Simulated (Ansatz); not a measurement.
`F[Si]Cl` + NH₃ → `N[Si]F` + HCl at 298.15 K and 1 bar (ligand exchange at the Si–Cl bond).

Computed with Ansatz on PBE0-D4/def2-TZVP structures; ΔE is electronic, products minus reactants. CCSD(T)/CBS is frozen-core, at the limit of the def2 triple- and quadruple-zeta sets. One conformer a species, not always the lowest.

| species | CCSD(T)/CBS energy (Eh) | H − E (kJ/mol) | S (J/(mol·K)) |
| --- | --- | --- | --- |
| `F[Si]Cl` | -848.72277 | 21.7 | 275.4 |
| NH₃ | -56.50568 | 100.5 | 192.4 |
| `N[Si]F` | -444.83821 | 88.0 | 270.2 |
| HCl | -460.38167 | 26.6 | 186.8 |

H − E and S are ideal-gas, rigid-rotor, harmonic terms from PBE0-D4/def2-TZVP, for one conformer and one mirror image of each species. 1 Eh = 2625.50 kJ/mol, R = 8.31446 J/(mol·K).

Question: By hand: ΔE, ΔH, ΔS and ΔG.

Answer: ΔE = (-444.83821) + (-460.38167) − (-848.72277) − (-56.50568) = 0.00857 Eh = 22.5 kJ/mol. Δ(H − E) = 88.0 + 26.6 − 21.7 − 100.5 = -7.6, so ΔH = 14.9 kJ/mol. ΔS = 270.2 + 186.8 − 275.4 − 192.4 = -10.8 J/(mol·K). ΔG = 14.9 − 298.15 × (-10.8)/1000 = 18.1 kJ/mol.

Question: By hand: the equilibrium constant, and the temperature at which ΔG would vanish if ΔH and ΔS stayed fixed.

Answer: log₁₀ K = −ΔG/(RT ln 10) = -3.2. ΔH and −TΔS have one sign here, so there is no such temperature.

The number of gas molecules stays the same, so ΔS is small and ΔH decides. A doubt of 5 kJ/mol in ΔE shifts log₁₀ K by 0.9 here. Other conformers and mirror images would add mixing entropy, several J/(mol·K) or more a flexible species. These are equilibria of isolated gas molecules and say nothing of rates. Largest T1 diagnostic: 0.014 (customary marks: 0.02 for closed shells, 0.045 for open ones).

ΔS is within the doubt of such terms, so its sign, and with it that verdict, could turn.
